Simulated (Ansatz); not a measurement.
Cubic perovskite BaTiO3 (cubic high-temperature phase), treated with rVV10 in Ansatz (plane waves, PAW).

The run printed, among other lines:

```
Crystal: 5 atoms, lattice volume = 66.854 Å³
Basis set: ecut = 520 eV, 1791 PW (Γ), exchange–correlation on 64×64×64 points (8 copies of the dense FFT grid, shifted against one another)
Bands: 25, of which v1, the nominal top of the filled ones, is band 20 counted from 1 (19 counted from 0)
Symmetry: 48 space group operations
Space group: Pm-3m (ITA 221), of the structure as read, at distance tolerance 4.1e-5 Å
k-points: 35 of 512
Functional: x = rpw86, c = pbe(β = 0.06672455060314922) + rvv10(b = 6.3, C = 0.0093)
SCF iter   1: F=—  HF=-10244.923059 eV  |F-HF|=—  |Δ(HF+E_count)|=         —  Δρ=1.31e-2  dr2=7.94e-2
SCF iter   2: F=—  HF=-10244.906152 eV  |F-HF|=—  |Δ(HF+E_count)|=   1.69e-2  Δρ=3.06e-3  dr2=6.06e-3
  ...
SCF iter   6: F=—  HF=-10244.905105 eV  |F-HF|=—  |Δ(HF+E_count)|=   2.81e-6  Δρ=4.10e-6  dr2=1.51e-8
SCF iter   7: F=-10244.905105 eV  HF=-10244.905105 eV  |F-HF|=4.00e-11  |Δ(HF+E_count)|=   1.88e-9  Δρ=7.96e-7  dr2=3.56e-10
SCF 1 converged in 7 iterations: F = -10244.905105 eV  dr2 = 3.56e-10
SCF converged after 7 iterations
Free energy (F): -10244.905105 eV
Internal energy: -10244.905105 eV  (E = F + TS)
E sigma→0 (E₀):  -10244.905105 eV
Fermi energy:    10.601525 eV
--- Forces (eV/Å), atoms counted from 1 ---
  atom   1  Ba    -0.00000000     0.00000000    -0.00000000
  atom   2  Ti     0.00000000    -0.00000000    -0.00000000
  atom   3  O     -0.00000000    -0.00000000     0.00000000
  atom   4  O      0.00000000    -0.00000000    -0.00000000
  atom   5  O     -0.00000000    -0.00000000    -0.00000000
--- Stress (GPa, compression-positive) ---
       -3.158592       0.000000       0.000000
        0.000000      -3.158592       0.000000
        0.000000       0.000000      -3.158592
  P = ⅓ Tr σ = -3.1586 GPa (-31.586 kbar)
```

Q: Write an input file that could have produced this run (the log leaves some choices open).

A: This is not unique; one that fits is 
Ansatz 0.2 input:
```yaml
crystal:
  lattice:
    - [4.0586012656, 0.0, 0.0]
    - [0.0, 4.0586012656, 0.0]
    - [0.0, 0.0, 4.0586012656]
  atoms:
    - { symbol: Ba, position: [0.0, 0.0, 0.0] }
    - { symbol: Ti, position: [0.5, 0.5, 0.5] }
    - { symbol: O, position: [0.5, 0.0, 0.5] }
    - { symbol: O, position: [0.0, 0.5, 0.5] }
    - { symbol: O, position: [0.5, 0.5, 0.0] }
basis:
  ecutwfc: 520
  ecutrho_ratio: 4
  xc_grid: 2
kpoints:
  mp_grid: { grid: [8, 8, 8] }
hamiltonian:
  xc: { exchange: rpw86, correlation: pbe }
  dispersion: rvv10
  pseudopotentials: { kind: paw }
scf:
  occupations: { method: fermi_dirac, width: 0.01 }
  convergence: { dr2_threshold: 0.0000000005 }
output:
  forces: true
  stress: true
  eigenvalues: true
```

The cell is one volume of an energy–volume scan, off the minimum.

The PAW data were made under PBE.

Note: held by symmetry at 0 K, a high-temperature phase can be a saddle point.

It cost roughly 5 core-seconds of CPU time.

Ansatz is an electronic-structure program.
